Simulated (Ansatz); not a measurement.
Relaxation of H₆OSi₂ (9 atoms, charge 0, multiplicity 1), to a largest force component of 0.03 eV/Å in at most 50 steps.

Computed with RHF/def2-SVP in Ansatz 0.2.0.

```xyz
9
Properties=species:S:1:pos:R:3
Si 0.340 0.041 -0.199
O 0.362 -0.148 1.440
Si -0.503 -0.459 2.801
H -1.607 -1.400 2.487
H 0.378 -1.067 3.818
H -1.084 0.791 3.341
H 1.782 0.091 -0.307
H -0.343 1.282 -0.622
H -0.283 -1.112 -0.884
```

Problem. Where does it end, and by what steps?

Solution. The forces met the threshold. The force dipped under the threshold on the way, but the program's further checks kept it going. After 15 steps the energy has fallen by 0.240 eV; O2 moved furthest, 0.46 Å.

| step | energy less start (eV) | largest force component (eV/Å) | accepted |
| --- | --- | --- | --- |
| 0 | 0.0000 | 1.181 | yes |
| 1 | -0.1997 | 0.488 | yes |
| 2 | -0.1814 | 1.296 | no |
| 3 | -0.2330 | 0.062 | yes |
| 4 | -0.2372 | 0.065 | yes |
| 5 | -0.2381 | 0.039 | yes |
| 6 | -0.2384 | 0.033 | yes |
| 7 | -0.2388 | 0.051 | yes |
| 8 | -0.2390 | 0.054 | yes |
| 9 | -0.2392 | 0.033 | yes |
| 10 | -0.2394 | 0.019 | yes |
| 11 | -0.2395 | 0.044 | yes |
| 12 | -0.2396 | 0.039 | yes |
| 13 | -0.2397 | 0.001 | yes |
| 14 | -0.2398 | 0.012 | yes |
| 15 | -0.2398 | 0.024 | yes |

```xyz
9
Properties=species:S:1:pos:R:3
Si 0.381 0.045 -0.219
O -0.074 -0.232 1.328
Si -0.589 -0.488 2.859
H -1.565 -1.601 2.883
H 0.562 -0.831 3.724
H -1.237 0.736 3.383
H 1.851 -0.073 -0.337
H -0.030 1.407 -0.629
H -0.259 -0.943 -1.116
```

Whether the end is a true minimum wasn't checked by a vibrational analysis.

The run took 12 s on 1 thread of Intel(R) Xeon(R) 6975P-C (Granite Rapids), on a shared host, peak memory 0.15 GiB.
